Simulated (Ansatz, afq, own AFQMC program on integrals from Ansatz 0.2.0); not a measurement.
SnF2, singlet: AFQMC among the cluster methods

```xyz
3

Sn    0.0000   -0.3140    0.0000
F     0.0000    0.9810   -1.4340
F     0.0000    0.9810    1.4340
```

Connectivity, by distances: F–Sn–F.

Basis def2-TZVPP with its core potentials. Only valence electrons are correlated. Ansatz 0.2.0 and our own AFQMC program on the same integrals; the CISD trial comes from CCSD amplitudes, and released means the phaseless constraint is let go. ± is one standard error of the sampling. No spin–orbit coupling.

Determinant: RHF, the one that the program's search chose, which needn't be the lowest solution. The geometry is a PBE0/def2-TZVP stationary point of this or a neighbouring charge and spin state.

No full CI on the walks' own integrals is used here. The released AFQMC energy serves as the reference, which it does only where one determinant dominates, the energy is flat over the last release times and near the phaseless one (40 meV or 2 meV an electron, half that with transition metals). On small molecules, where full CI could be run and the noise was under 10 meV, such values lay within 10 meV of it in 19 cases of 20, a flattering rate, since the rule was set on those same cases; what remains of the bias isn't in the error bar.

Cautions: no spin-orbit coupling; inner d shell frozen; the released value is read at 0.99 1/Eh with a noise of 11 meV, more than in the cases checked, later times being too noisy (meV from the phaseless value at times in 1/Eh: 4 ± 7 at 0.24, -1 ± 8 at 0.51, -4 ± 11 at 0.99, -21 ± 19 at 1.50).

- T1 diagnostic: 0.0170
- weight of the determinant in the CISD state: 0.863
- size of the correlated space: 18 electrons in 101 orbitals

| level | correlation energy (eV) |
| --- | --- |
| MP2 | -16.1089 |
| CCSD | -16.1362 |
| CCSD(T) | -16.6426 |

(1) Estimate where AFQMC with the constraint released lies against CCSD(T) on the same integrals.

(1) 3.4 ± 1.1 kJ/mol below CCSD(T).

Reference: AFQMC with the constraint released, correlation energy -16.678 ± 0.011 eV.

```
        level  E − E(reference) (kJ/mol)  share of correlation (%)
      CCSD(T)                  3.4 ± 1.1                     99.79
  ph-AFQMC/HF                -18.6 ± 6.1                    101.16
ph-AFQMC/CISD                  0.4 ± 1.2                     99.98
```

A walk keeps the symmetry of its determinant, which the program's search chose and which needn't be the lowest solution, so a lower state of the same spin and another symmetry isn't excluded. Released energies are given only where the last usable release times agree within the noise; a slower fall can still hide under it.
